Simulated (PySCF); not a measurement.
Compound: CFCl3.
SMILES: `FC(Cl)(Cl)Cl`

Computed with PW91/pcX-1 in PySCF (dipole) on a GFN2-xTB geometry, gas phase.

Masses are those of the commonest isotopes; rigid-rotor values at the optimised geometry. 

**Question.** What are A, B and C (MHz)?

**Answer.** Ia = 206.75, Ib = 206.79, Ic = 295.71 u·Å²; 505379 MHz·u·Å²/I gives A = 2444, B = 2444, C = 1709 MHz.

**Question.** What kind of rotor is it?

**Answer.** An oblate symmetric top, as the point group C3v requires two equal moments. Ray's parameter κ = (2B − A − C)/(A − C) = 0.999; −1 is the prolate and +1 the oblate limit.

**Question.** What does the inertial defect say?

**Answer.** Not planar: Δ = Ic − Ia − Ib = -117.84 u·Å². For a rigid frame Δ = −2 Σ m c², so Σ m c² = 58.92 u·Å² lies off the ab plane. The atom farthest from that plane is 1.59 Å away.

**Question.** Where do the R-branch lines fall?

**Answer.** The dipole of 0.32 D lies along the symmetry axis, so ΔK = 0 and J+1 ← J falls at 2B(J+1) for every K: 4.89 GHz, 9.78 GHz, 14.66 GHz, 19.55 GHz, 24.44 GHz for J = 0 to 4.

**Question.** Estimate the classical rotational partition function at 200 K, 298.15 K and 500 K.

**Answer.** Point group C3v, symmetry number σ = 3; q = (√π/σ)·√((kT/h)³/(ABC)), k/h = 20836.6 MHz/K: 49700 at 200 K, 90500 at 298.15 K, 197000 at 500 K.

No GFN2-xTB frequencies stand behind this structure, so it isn't proved a minimum. Constants of a rigid frame at the computed geometry: no zero-point averaging, no centrifugal distortion.
